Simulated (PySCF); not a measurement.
A geometry optimisation, step by step.

Species: C₃H₃NO.
SMILES with atom numbers: `[cH:1]1[cH:2][o:3][cH:4][n:5]1` (hydrogens: H6 on C1; H7 on C2; H8 on C4)

Computed by this run: CAM-B3LYP/def2-SVP geometry optimisation, gas phase (PySCF); density fitting, grid level 1; the optimiser is geomeTRIC in internal coordinates, started from a GFN2-xTB structure. The frame can shift and turn from step to step; on so coarse a grid that alone can change the energy by a few meV, and forces under 0.02 eV/Å are noise.

Step 0: E = -6687.9208 eV, largest atomic force 0.747 eV/Å
```
atom  x, y, z in Å  |  force x, y, z in eV/Å
C1     -0.833   -0.531    0.245    0.259   0.628  -0.231
C2     -0.665    0.745   -0.193   -0.151  -0.514   0.185
O3      0.657    0.949   -0.373    0.104   0.159  -0.062
C4      1.228   -0.212   -0.038   -0.517  -0.496   0.212
N5      0.394   -1.123    0.336    0.590  -0.197   0.015
H6     -1.728   -1.060    0.497   -0.665  -0.247   0.139
H7     -1.336    1.551   -0.401   -0.308   0.518  -0.147
H8      2.293   -0.309   -0.096    0.688   0.150  -0.110
```

Step 1: E = -6687.9521 eV, largest atomic force 0.197 eV/Å
```
atom  x, y, z in Å  |  force x, y, z in eV/Å
C1     -0.843   -0.528    0.246   -0.120  -0.127   0.048
C2     -0.683    0.741   -0.198    0.081   0.147  -0.052
O3      0.647    0.944   -0.382   -0.044  -0.030   0.013
C4      1.223   -0.221   -0.039    0.132   0.137  -0.053
N5      0.397   -1.129    0.341   -0.053  -0.057   0.024
H6     -1.765   -1.049    0.502    0.068   0.026  -0.012
H7     -1.346    1.573   -0.420    0.011  -0.060   0.016
H8      2.310   -0.270   -0.116   -0.074  -0.036   0.016
```

Step 2: E = -6687.9526 eV, largest atomic force 0.093 eV/Å
```
atom  x, y, z in Å  |  force x, y, z in eV/Å
C1     -0.845   -0.529    0.246    0.075   0.032  -0.018
C2     -0.681    0.741   -0.198   -0.013   0.069  -0.021
O3      0.647    0.947   -0.383   -0.063  -0.063   0.027
C4      1.224   -0.217   -0.039    0.009   0.019  -0.008
N5      0.397   -1.127    0.341    0.001  -0.040   0.013
H6     -1.765   -1.051    0.503    0.006   0.000   0.001
H7     -1.347    1.569   -0.420   -0.014  -0.003   0.000
H8      2.309   -0.272   -0.116   -0.002  -0.013   0.005
```

Step 3: E = -6687.9525 eV, largest atomic force 0.146 eV/Å
```
atom  x, y, z in Å  |  force x, y, z in eV/Å
C1     -0.842   -0.528    0.246    0.007   0.031  -0.010
C2     -0.683    0.744   -0.199    0.062  -0.126   0.037
O3      0.645    0.946   -0.383    0.039   0.025  -0.012
C4      1.225   -0.217   -0.039   -0.084   0.004   0.003
N5      0.399   -1.128    0.341   -0.012   0.043  -0.013
H6     -1.759   -1.051    0.502   -0.046  -0.021   0.011
H7     -1.352    1.569   -0.420   -0.013   0.029  -0.009
H8      2.308   -0.274   -0.114    0.046   0.016  -0.007
```

Step 4: E = -6687.9528 eV, largest atomic force under 0.02 eV/Å
```
atom  x, y, z in Å  |  force x, y, z in eV/Å
C1     -0.843   -0.528    0.246   -0.003  -0.003   0.001
C2     -0.682    0.742   -0.198    0.003   0.003   0.000
O3      0.646    0.947   -0.383   -0.002  -0.009   0.002
C4      1.224   -0.217   -0.039    0.008   0.007  -0.002
N5      0.398   -1.127    0.341   -0.003   0.004   0.000
H6     -1.762   -1.051    0.503   -0.001   0.000   0.001
H7     -1.350    1.568   -0.420   -0.002  -0.001   0.000
H8      2.309   -0.272   -0.115    0.001   0.000   0.000
```

**Question.** Summarise the path.

**Answer.** The energy falls by 3.09 kJ/mol from step 0 to step 4; nine tenths of that is first reached at step 1. It never rises by more than 0.2 meV. The largest force goes from 0.747 to under 0.02 eV/Å. Among the bonds C1–H6 changes most (a near tie, within 0.001 Å, with another), from 1.070 to 1.088 Å; the atoms move by 0.020 Å rms after alignment.

**Question.** Follow the three bonds and two angles with the largest change from start to end.

**Answer.** 
```json
{"step": "0", "E above end (kJ/mol)": "3.09", "largest force (eV/Å)": "0.747", "C1–H6 (Å)": "1.070", "C4–H8 (Å)": "1.071", "C1–N5 (Å)": "1.365", "O3–C4–H8 (°)": "119.3", "N5–C4–H8 (°)": "126.5"}
{"step": "1", "E above end (kJ/mol)": "0.07", "largest force (eV/Å)": "0.197", "C1–H6 (Å)": "1.090", "C4–H8 (Å)": "1.091", "C1–N5 (Å)": "1.382", "O3–C4–H8 (°)": "116.6", "N5–C4–H8 (°)": "129.0"}
{"step": "2", "E above end (kJ/mol)": "0.02", "largest force (eV/Å)": "0.093", "C1–H6 (Å)": "1.088", "C4–H8 (Å)": "1.089", "C1–N5 (Å)": "1.382", "O3–C4–H8 (°)": "116.9", "N5–C4–H8 (°)": "128.7"}
{"step": "3", "E above end (kJ/mol)": "0.03", "largest force (eV/Å)": "0.146", "C1–H6 (Å)": "1.087", "C4–H8 (Å)": "1.088", "C1–N5 (Å)": "1.382", "O3–C4–H8 (°)": "117.2", "N5–C4–H8 (°)": "128.5"}
{"step": "4", "E above end (kJ/mol)": "0.00", "largest force (eV/Å)": "under 0.02", "C1–H6 (Å)": "1.088", "C4–H8 (Å)": "1.089", "C1–N5 (Å)": "1.382", "O3–C4–H8 (°)": "117.0", "N5–C4–H8 (°)": "128.6"}
```

The cost below is that of the whole optimisation. Time: 8.7 s wall; peak memory 0.46 GiB. Hardware: Intel Xeon 6975P-C, one thread (shared host).
